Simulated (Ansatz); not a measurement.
Reaction: C3H3N (SMILES C=CC#N) → C2H3 (SMILES [CH]=C, doublet) + CN (SMILES N#[C], doublet) (the C-C bond breaks)
Each species at its own B3LYP-D3(BJ)/def2-TZVP minimum (Ansatz, a quantum-chemistry and plane-wave program).

Property: bond dissociation energy (electronic), in kcal/mol. UHF or UKS for unpaired electrons; spin-orbit terms are left out. CBS(X,Y): correlation extrapolated as X^-3, Hartree-Fock from the larger set. A bracket is a step between two methods taken in the basis named. The functionals are non-relativistic, so their misses hold any scalar relativity. Double hybrids freeze cores in their MP2 part. '+ core + X2C': CCSD(T) terms for core correlation (cc-pwCVTZ) and scalar relativity (cc-pVTZ-DK). The restricted determinant of C3H3N (C=CC#N, singlet) is unstable towards broken spin symmetry in at least one set run. The UHF reference of C2H3 ([CH]=C, doublet) is spin-contaminated (<S^2> up to 0.19 over the pure value in the sets run). The UHF reference of CN ([C]#N, doublet) is spin-contaminated (<S^2> up to 0.37 over the pure value in the sets run).

CCSD(T)/CBS(cc-pVTZ,cc-pVQZ) + [CCSDT(Q) - CCSD(T)]/cc-pVDZ + core + X2C (Ansatz) gives 136.0 kcal/mol.

Problem. What does PBE/def2-TZVPD (Ansatz) give here, and how do the other levels compare?

Solution. PBE gives 135.8 kcal/mol, 0.2 kcal/mol below it. Differences of the others: wB97M-V/def2-TZVPD (Ansatz) 6.2; B2PLYP/def2-TZVPD (Ansatz) 0.9; CCSD(T)/CBS(cc-pVTZ,cc-pVQZ) + core + X2C (Ansatz) 2.1 kcal/mol.
